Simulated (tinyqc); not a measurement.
Worked calculation (part 2 of 2): LCCD on RHF in the sto-3g basis, for CH3-, spin multiplicity 1. The basis has no diffuse functions, so it cannot describe the extra electron: this is an exercise in the method, not the real anion. Computed by tinyqc, a small Python program that keeps every step (integrals from PySCF). Command: `OMP_NUM_THREADS=1 python tinyqc.py 30105 30106 out.jsonl` (the two numbers bound the seeds that draw the settings). One thread of a shared host (Intel(R) Xeon(R) Processor @ 2.60GHz), about 0.1 s of CPU time with the checks.

Geometry (angstrom):
```
atom          x          y         z
C      0.000000   0.000000  0.050000
H      1.115000   0.000000  0.000000
H     -0.558000   0.966000  0.000000
H     -0.558000  -0.966000  0.000000
```

## Integrals over molecular orbitals

coefficients C:
```
              MO1        MO2        MO3        MO4        MO5        MO6        MO7        MO8
1C 1s    0.992038  -0.208584   0.000032   0.000000  -0.015461  -0.242667   0.000000  -0.000295
1C 2s    0.035625   0.571192  -0.000190   0.000000   0.071410   1.411589   0.000000   0.002078
1C 2px   0.000003   0.000147   0.445450   0.000000   0.000010  -0.001278   0.000000   1.170562
1C 2py   0.000000   0.000000   0.000000   0.445436   0.000000   0.000000   1.170133   0.000000
1C 2pz  -0.000812  -0.015798  -0.000008   0.000000   0.997664  -0.081301   0.000000  -0.000119
2H 1s   -0.006999   0.267815   0.584280   0.000000  -0.018077  -0.711713   0.000000  -0.930949
3H 1s   -0.006994   0.267499  -0.292379   0.506220  -0.018081  -0.712825  -0.804955   0.464040
4H 1s   -0.006994   0.267499  -0.292379  -0.506220  -0.018081  -0.712825   0.804955   0.464040
```

core Hamiltonian H = T + V (hartree), lower triangle:
```
             1C 1s      1C 2s     1C 2px     1C 2py     1C 2pz      2H 1s      3H 1s      4H 1s
1C 1s   -19.183493
1C 2s    -4.631259  -6.103905
1C 2px   -0.000011  -0.000066  -5.117000
1C 2py    0.000000   0.000000   0.000000  -5.116786
1C 2pz    0.002169   0.022440   0.000006   0.000000  -4.935725
2H 1s    -1.102080  -2.542315  -2.106821   0.000000   0.099687  -3.803527
3H 1s    -1.100592  -2.540190   1.053192  -1.823260   0.099578  -0.687123  -3.802185
4H 1s    -1.100592  -2.540190   1.053192   1.823260   0.099578  -0.687123  -0.686834  -3.802185
```

Given earlier and not repeated: Two-electron integrals (ij|kl) in chemists' order.

(pq|rs) = sum C_ip C_jq C_kr C_ls (ij|kl), one index at a time.

one-electron integrals over orbitals h = C^T H C (hartree), lower triangle:
```
            1          2          3          4          5          6          7          8
1  -19.165433
2    0.360397  -4.800371
3   -0.000061  -0.000203  -4.257111
4    0.000000   0.000000   0.000000  -4.256408
5    0.023674  -0.021578   0.000028   0.000000  -4.933073
6    0.386017  -0.990829   0.001663   0.000000   0.044824  -3.815380
7    0.000000   0.000000   0.000000  -0.980565   0.000000   0.000000  -4.173809
8    0.000461  -0.001392  -0.980576   0.000000   0.000045   0.000531   0.000000  -4.173622
```

Two-electron integrals over orbitals (pq|rs), unique and non-zero (hartree):
```
(11|11) 3.501328    (21|11) -0.278823   (21|21) 0.034629    (22|11) 0.676619
(22|21) -0.007962   (22|22) 0.488883    (31|11) 0.000044    (31|21) -3.26e-06
(31|22) 0.000009    (31|31) 0.005909    (32|11) 0.000042    (32|21) 4.42e-06
(32|22) 0.000112    (32|31) 0.010757    (32|32) 0.123929    (33|11) 0.574769
(33|21) -0.002769   (33|22) 0.469170    (33|31) 0.003352    (33|32) 0.068855
(33|33) 0.520800    (41|41) 0.005907    (42|41) 0.010749    (42|42) 0.123798
(43|41) -0.003358   (43|42) -0.068942   (43|43) 0.054801    (44|11) 0.574651
(44|21) -0.002771   (44|22) 0.469014    (44|31) -0.003357   (44|32) -0.068929
(44|33) 0.411469    (44|44) 0.520850    (51|11) -0.020067   (51|21) 0.002098
(51|22) -0.001845   (51|31) -5.37e-07   (51|32) -1.85e-07   (51|33) -0.000719
(51|44) -0.000718   (51|51) 0.022029    (52|11) 0.008648    (52|21) -0.000897
(52|22) -0.003303   (52|31) 4.50e-08    (52|32) -2.54e-07   (52|33) -0.001563
(52|44) -0.001563   (52|51) 0.022605    (52|52) 0.082745    (53|11) -0.000008
(53|21) 3.67e-07    (53|22) -2.19e-06   (53|31) 0.000310    (53|32) -0.001133
(53|33) -0.001418   (53|44) 0.001418    (53|51) -4.27e-06   (53|52) -0.000010
(53|53) 0.017935    (54|41) 0.000310    (54|42) -0.001133   (54|43) 0.001419
(54|54) 0.017927    (55|11) 0.851538    (55|21) -0.009211   (55|22) 0.523894
(55|31) 1.14e-06    (55|32) 0.000026    (55|33) 0.468771    (55|44) 0.468697
(55|51) 0.002681    (55|52) 0.013669    (55|53) -0.000007   (55|55) 0.673552
(61|11) -0.317942   (61|21) 0.040161    (61|22) -0.008651   (61|31) -0.000020
(61|32) -0.000023   (61|33) -0.002908   (61|44) -0.002892   (61|51) 0.001314
(61|52) -0.002086   (61|53) -2.74e-07   (61|55) -0.008737   (61|61) 0.046705
(62|11) 0.268085    (62|21) -0.009032   (62|22) 0.067931    (62|31) -0.000010
(62|32) -0.000044   (62|33) 0.033469    (62|44) 0.033459    (62|51) -0.002217
(62|52) -0.002129   (62|53) -3.68e-06   (62|55) 0.137500    (62|61) -0.009701
(62|62) 0.080383    (63|11) -0.000394   (63|21) 0.000009    (63|22) -0.000160
(63|31) 0.003368    (63|32) -0.045574   (63|33) -0.045009   (63|44) 0.044916
(63|51) 3.13e-07    (63|52) -0.000006   (63|53) 0.001835    (63|55) -0.000215
(63|61) 2.66e-07    (63|62) -0.000144   (63|63) 0.064308    (64|41) 0.003366
(64|42) -0.045620   (64|43) 0.045054    (64|54) 0.001838    (64|64) 0.064440
(65|11) -0.009404   (65|21) -0.000559   (65|22) -0.007034   (65|31) -1.19e-06
(65|32) -0.000008   (65|33) -0.002787   (65|44) -0.002778   (65|51) 0.023998
(65|52) 0.073161    (65|53) -0.000040   (65|55) 0.002041    (65|61) -0.001858
(65|62) -0.008321   (65|63) 0.000007    (65|65) 0.071882    (66|11) 0.686307
(66|21) -0.010999   (66|22) 0.472518    (66|31) -0.000027   (66|32) -0.000221
(66|33) 0.460387    (66|44) 0.460600    (66|51) -0.004095   (66|52) -0.009266
(66|53) 3.17e-06    (66|55) 0.505609    (66|61) -0.011494   (66|62) 0.050842
(66|63) -0.000007   (66|65) -0.011929   (66|66) 0.479155    (71|41) 0.011901
(71|42) 0.019361    (71|43) -0.005555   (71|54) 0.000644    (71|64) 0.006432
(71|71) 0.024151    (72|41) 0.008688    (72|42) 0.011554    (72|43) 0.018307
(72|54) 0.002686    (72|64) 0.043923    (72|71) 0.016295    (72|72) 0.053266
(73|41) 0.002087    (73|42) 0.047119    (73|43) -0.023868   (73|54) -0.001173
(73|64) -0.031421   (73|71) 0.004281    (73|72) -0.005162   (73|73) 0.033795
(74|11) 0.240050    (74|21) -0.004743   (74|22) 0.068411    (74|31) 0.002089
(74|32) 0.047143    (74|33) 0.062059    (74|44) 0.014394    (74|51) 0.000058
(74|52) 0.004820    (74|53) -0.001174   (74|55) 0.121500    (74|61) -0.005007
(74|62) 0.075683    (74|63) -0.031466   (74|65) -0.001500   (74|66) 0.045495
(74|74) 0.110038    (75|41) 0.000927    (75|42) 0.006403    (75|43) -0.003036
(75|54) 0.018281    (75|64) -0.001921   (75|71) 0.001807    (75|72) 0.002358
(75|73) 0.002326    (75|75) 0.025159    (76|41) 0.011970    (76|42) 0.108671
(76|43) -0.059810   (76|54) -0.001339   (76|64) -0.042517   (76|71) 0.022494
(76|72) 0.009866    (76|73) 0.047155    (76|75) 0.005650    (76|76) 0.109101
(77|11) 0.789506    (77|21) -0.009672   (77|22) 0.506379    (77|31) 0.000924
(77|32) -0.024316   (77|33) 0.453609    (77|44) 0.518559    (77|51) -0.000450
(77|52) 0.002865    (77|53) 0.001440    (77|55) 0.546193    (77|61) -0.009917
(77|62) 0.080162    (77|63) 0.034218    (77|65) -0.002067   (77|66) 0.500163
(77|74) 0.077891    (77|77) 0.584828    (81|11) -0.000388   (81|21) 0.000054
(81|22) 4.28e-06    (81|31) 0.011905    (81|32) 0.019374    (81|33) 0.005538
(81|44) -0.005556   (81|51) 1.57e-06    (81|52) -2.30e-06   (81|53) 0.000645
(81|55) -0.000010   (81|61) 0.000029    (81|62) -0.000032   (81|63) 0.006437
(81|65) -4.39e-06   (81|66) -0.000068   (81|74) 0.004278    (81|77) 0.002405
(81|81) 0.024161    (82|11) 0.000387    (82|21) -0.000009   (82|22) 0.000098
(82|31) 0.008686    (82|32) 0.011498    (82|33) -0.018276   (82|44) 0.018364
(82|51) -2.52e-06   (82|52) 5.03e-07    (82|53) 0.002687    (82|55) 0.000191
(82|61) -0.000033   (82|62) 0.000070    (82|63) 0.043929    (82|65) -0.000013
(82|66) 0.000031    (82|74) -0.005066   (82|77) 0.027430    (82|81) 0.016292
(82|82) 0.053259    (83|11) 0.240068    (83|21) -0.004746   (83|22) 0.068337
(83|31) -0.002087   (83|32) -0.047170   (83|33) 0.014434    (83|44) 0.062113
(83|51) 0.000059    (83|52) 0.004822    (83|53) 0.001170    (83|55) 0.121492
(83|61) -0.004999   (83|62) 0.075701    (83|63) 0.031261    (83|65) -0.001493
(83|66) 0.045692    (83|74) 0.045971    (83|77) 0.089747    (83|81) -0.004287
(83|82) 0.005316    (83|83) 0.110083    (84|41) 0.002092    (84|42) 0.047059
(84|43) -0.023810   (84|54) -0.001170   (84|64) -0.031336   (84|71) 0.004291
(84|72) -0.005103   (84|73) 0.030226    (84|75) 0.002325    (84|76) 0.047101
(84|84) 0.033707    (85|11) -0.000010   (85|21) -3.25e-07   (85|22) -2.92e-06
(85|31) 0.000927    (85|32) 0.006407    (85|33) 0.003026    (85|44) -0.003037
(85|51) 0.000030    (85|52) 0.000095    (85|53) 0.018283    (85|55) 4.53e-06
(85|61) -4.44e-06   (85|62) -0.000014   (85|63) -0.001917   (85|65) 0.000056
(85|66) -0.000026   (85|74) 0.002326    (85|77) -0.000426   (85|81) 0.001808
(85|82) 0.002356    (85|83) -0.002331   (85|85) 0.025158    (86|11) -0.000102
(86|21) 2.63e-06    (86|22) 0.000050    (86|31) 0.011975    (86|32) 0.108684
(86|33) 0.059588    (86|44) -0.059729   (86|51) -4.46e-06   (86|52) -0.000015
(86|53) -0.001336   (86|55) -0.000033   (86|61) -0.000030   (86|62) -0.000078
(86|63) -0.042368   (86|65) -0.000019   (86|66) -0.000256   (86|74) 0.047104
(86|77) -0.021671   (86|81) 0.022504    (86|82) 0.009873    (86|83) -0.047230
(86|85) 0.005651    (86|86) 0.109028    (87|41) 0.000938    (87|42) -0.024197
(87|43) 0.032467    (87|54) 0.001442    (87|64) 0.034332    (87|71) 0.002445
(87|72) 0.027331    (87|73) -0.005877   (87|75) -0.000418   (87|76) -0.021575
(87|84) -0.005831   (87|87) 0.034324    (88|11) 0.789604    (88|21) -0.009677
(88|22) 0.506441    (88|31) -0.000894   (88|32) 0.024614    (88|33) 0.518748
(88|44) 0.453409    (88|51) -0.000450   (88|52) 0.002865    (88|53) -0.001449
(88|55) 0.546227    (88|61) -0.009917   (88|62) 0.080193    (88|63) -0.034613
(88|65) -0.002068   (88|66) 0.500104    (88|74) 0.089841    (88|77) 0.516075
(88|81) -0.002378   (88|82) -0.027189   (88|83) 0.077761    (88|85) 0.000435
(88|86) 0.021823    (88|88) 0.584996
```

## LCCD: starting amplitudes

orbital energies (hartree): MO1 -10.377422, MO2 -0.399197, MO3 -0.090527, MO4 -0.090329, MO5 0.225643, MO6 1.027744, MO7 1.208275, MO8 1.208870

t_ij^ab = <ij||ab> / (e_i + e_j - e_a - e_b), whose energy is MP2.

Starting amplitudes (spin orbitals 1a, 1b, ...; amplitudes related by a flip of all spins are not repeated; the 24 largest):
```
from      to          t
5a 5b  6a 6b  -0.044808
4a 4b  7a 7b  -0.042368
3a 3b  8a 8b  -0.042359
4a 4b  6a 6b  -0.028818
3a 3b  6a 6b  -0.028754
2a 2b  6a 6b  -0.028166
2a 4b  6a 7b  -0.027768
2a 3b  6a 8b  -0.027767
3a 4b  7b 8a   0.017695
2a 2b  7a 7b  -0.016568
2a 2b  8a 8b  -0.016560
2a 4b  6b 7a   0.016115
2a 3b  6b 8a   0.016113
3a 4b  6a 7b   0.013019
3a 3b  7a 7b  -0.013010
3a 4b  6b 7a  -0.013001
4a 4b  8a 8b  -0.012972
4a 4b  6a 8b   0.012963
3a 3b  6a 8b  -0.012930
5a 5b  7a 7b  -0.012802
5a 5b  8a 8b  -0.012793
2a 3a  6a 8a  -0.011654
2a 4a  6a 7a  -0.011653
3a 4b  7a 8b  -0.011634
```

correlation energy = -0.04078982 hartree

## LCCD: amplitude update 1

t_ij^ab D_ij^ab are set to the remaining terms of the spin-orbital equations, evaluated with the old amplitudes; for the doubles these are <ij||ab> + 1/2 <ab||ef> t_ij^ef + 1/2 <mn||ij> t_mn^ab + P(ij)P(ab) <mb||ej> t_im^ae, D the orbital-energy denominators (linear CCD).

Amplitudes after update 1 (spin orbitals 1a, 1b, ...; amplitudes related by a flip of all spins are not repeated; the 24 largest):
```
from      to          t
5a 5b  6a 6b  -0.061359
4a 4b  7a 7b  -0.053926
3a 3b  8a 8b  -0.053912
4a 4b  6a 6b  -0.038813
3a 3b  6a 6b  -0.038722
2a 4b  6a 7b  -0.035705
2a 3b  6a 8b  -0.035700
2a 2b  6a 6b  -0.033113
2a 4b  6b 7a   0.023471
2a 3b  6b 8a   0.023463
3a 4b  7b 8a   0.022125
2a 2b  7a 7b  -0.020241
2a 2b  8a 8b  -0.020232
3a 4b  6a 7b   0.017952
3a 4b  6b 7a  -0.017934
4a 4b  6a 8b   0.017878
3a 3b  6a 8b  -0.017837
3a 4b  7a 8b  -0.017238
5a 5b  7a 7b  -0.014546
5a 5b  8a 8b  -0.014534
3a 3b  7a 7b  -0.014526
4a 4b  8a 8b  -0.014473
2a 3a  6a 8a  -0.012237
2a 4a  6a 7a  -0.012234
```

correlation energy = -0.05261252 hartree

## LCCD: amplitude update 2

As before.

Amplitudes after update 2 (spin orbitals 1a, 1b, ...; amplitudes related by a flip of all spins are not repeated; the 24 largest):
```
from      to          t
5a 5b  6a 6b  -0.068200
4a 4b  7a 7b  -0.057738
3a 3b  8a 8b  -0.057720
4a 4b  6a 6b  -0.042709
3a 3b  6a 6b  -0.042608
2a 4b  6a 7b  -0.038030
2a 3b  6a 8b  -0.038023
2a 2b  6a 6b  -0.034243
2a 4b  6b 7a   0.026294
2a 3b  6b 8a   0.026283
3a 4b  7b 8a   0.023429
2a 2b  7a 7b  -0.021394
2a 2b  8a 8b  -0.021386
3a 4b  7a 8b  -0.019711
3a 4b  6a 7b   0.019675
3a 4b  6b 7a  -0.019659
4a 4b  6a 8b   0.019593
3a 3b  6a 8b  -0.019552
3a 3b  7a 7b  -0.014557
4a 4b  8a 8b  -0.014500
5a 5b  7a 7b  -0.014097
5a 5b  8a 8b  -0.014082
2a 3a  6a 8a  -0.011740
2a 4a  6a 7a  -0.011736
```

correlation energy = -0.05649074 hartree

## LCCD: convergence

E_corr = 1/4 sum <ij||ab> t_ij^ab; stop when the norm of the change is below 1e-8.

Course of the amplitude iterations:
```
update  correlation energy (hartree)  norm of the change
0                        -0.04078982                   -
1                        -0.05261252            8.02e-02
2                        -0.05649074            2.93e-02
3                        -0.05785598            1.16e-02
4                        -0.05836065            4.88e-03
5                        -0.05855396            2.19e-03
6                        -0.05863026            1.04e-03
7                        -0.05866125            5.20e-04
8                        -0.05867421            2.66e-04
9                        -0.05867980            1.39e-04
10                       -0.05868228            7.35e-05
11                       -0.05868342            3.90e-05
12                       -0.05868395            2.08e-05
13                       -0.05868421            1.11e-05
14                       -0.05868434            5.95e-06
15                       -0.05868440            3.19e-06
16                       -0.05868444            1.71e-06
17                       -0.05868445            9.15e-07
18                       -0.05868446            4.91e-07
19                       -0.05868447            2.63e-07
20                       -0.05868447            1.41e-07
21                       -0.05868447            7.57e-08
22                       -0.05868447            4.06e-08
23                       -0.05868447            2.18e-08
24                       -0.05868447            1.17e-08
25                       -0.05868447            6.27e-09
```

Converged amplitudes (spin orbitals 1a, 1b, ...; amplitudes related by a flip of all spins are not repeated; the 24 largest):
```
from      to          t
5a 5b  6a 6b  -0.074141
4a 4b  7a 7b  -0.059965
3a 3b  8a 8b  -0.059944
4a 4b  6a 6b  -0.045052
3a 3b  6a 6b  -0.044945
2a 4b  6a 7b  -0.039184
2a 3b  6a 8b  -0.039175
2a 2b  6a 6b  -0.034555
2a 4b  6b 7a   0.028038
2a 3b  6b 8a   0.028025
3a 4b  7b 8a   0.024137
2a 2b  7a 7b  -0.022104
2a 2b  8a 8b  -0.022097
3a 4b  7a 8b  -0.021499
3a 4b  6a 7b   0.020579
3a 4b  6b 7a  -0.020566
4a 4b  6a 8b   0.020493
3a 3b  6a 8b  -0.020451
3a 3b  7a 7b  -0.014285
4a 4b  8a 8b  -0.014226
5a 5b  7a 7b  -0.012282
5a 5b  8a 8b  -0.012268
2a 3a  6a 8a  -0.011150
2a 4a  6a 7a  -0.011145
```

LCCD total energy = -38.84993048 hartree

Converged in 25 updates.
